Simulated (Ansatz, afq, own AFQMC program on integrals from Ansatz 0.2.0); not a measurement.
Two steps: Ansatz 0.2.0 writes the Fock matrix and Cholesky factors of the valence space, and afq projects on them the lowest state that overlaps trial and start.

```yaml
crystal:
  periodic: [false, false, false]
  atoms:
    - {symbol: Ge, position_ang: [0.000000, 0.000000, 0.000000]}
    - {symbol: H, position_ang: [0.000000, 0.000000, 1.633171]}
basis:
  gaussian: {orbitals: aug-cc-pVDZ}
total_charge: -1
magnetization: {spin_polarized: false}
correlation: {method: ccsd_t, electrons: outside_noble_gas, hamiltonian_folder: ham}
```

```sh
$ ansatz run in.yaml --threads 1 --pin off --events-out ev --progress --plain --max-ram 16896MiB --backend cuda --devices 0, --max-vram 18GiB
```

afq runs on the folder ham with

```
--method free --trial cisd --walkers 4000 --time-step 0.03 --max-blocks 4000 --target-error 0.0003 --factor-cut 1e-05 --seed 8638 --times 0,0.3,0.6,1.2,1.8,2.4,3.6,4.8,6 --taylor-order 8
```

Times are imaginary, in 1/Eh. The walk had a cap of 61 s. Filled inner d shells are frozen with the cores.

```
orbitals 31  electrons 3 3  factors 224 of 493
reference energy -2075.84392268 Eh
CCSD correlation -0.11462662 Eh in 13 cycles, weight of the determinant in the CISD state 0.8525
repeat  energy at the last time / Eh  error
    10  -2075.964617  0.000184
    20  -2075.964660  0.000105
    30  -2075.964678  0.000083
time / (1/Eh)  energy / Eh  error  mean overlap
  0.00  -2075.958572  0.000027  1.1732
  0.30  -2075.960655  0.000031  1.1732
  0.60  -2075.961884  0.000037  1.1733
  1.20  -2075.963106  0.000022  1.1761
  1.80  -2075.963713  0.000027  1.1800
  2.40  -2075.964015  0.000037  1.1865
  3.60  -2075.964449  0.000054  1.1889
  4.80  -2075.964617  0.000075  1.1935
  6.00  -2075.964680  0.000081  1.1999
energy -2075.964680 +/- 0.000081 Eh
```

(1) Estimate how long the walk took on 1 × NVIDIA H100 80GB HBM3 with 2 threads of AMD EPYC 7R13 Processor (Zen 3), on a shared host (the card was shared).

The run passed its tests (error under three times the target), which doesn't prove that it has relaxed.

Against this walk (error 2.2 meV) on the same determinant: CCSD(T) 39.1 meV higher, CCSDT(Q) 124.1 meV lower, CCSDTQ 116.0 meV lower, full CI 116.7 meV lower. The error is statistical, and a free projection of finite length keeps a remainder of its start. The projection is still falling at its last time (meV from the last point: 26.3 ± 0.7 at 1.80, 18.1 ± 1.0 at 2.40, 6.3 ± 1.5 at 3.60, 1.7 ± 2.0 at 4.80, 0.0 ± 2.2 at 6.00), so its energy is a cut-off value, and the gaps above aren't errors of the other methods. Full CI is exact here, so the walk's 117 meV above it is the walk's own error: what remains of the start. The determinant is a poor start (see the cautions), so the low cluster orders aren't to be relied on, and full CI is the sure value.

Cautions: remainder of the start not in the error; no relativity below Rb; no spin-orbit coupling; inner d shell frozen; another spin lies lower (by 689 meV); at this level and basis the anion state lies above a neutral one; restricted determinant unstable towards unrestricted (UHF 976 meV lower, ⟨S²⟩ 1.03); the CCSDT(Q) amplitudes may be one of several solutions (largest double 0.63); the CCSDTQ amplitudes may be one of several solutions (largest double 0.69); the determinant fills πx and πy unequally, so it mixes two states of the linear molecule, and each level undoes that mixture to a different degree, while full CI gives the lower state; CCSDTQ on the UHF determinant differs (680 meV lower), perhaps since the unrestricted series falls towards higher spin.

## Answers

(1) 13 s of wall time.

CCSDT and higher add their correlation energy to the determinant of the CCSD(T) run, since their own runs factorise the integrals more tightly (a shift of under 2 meV).
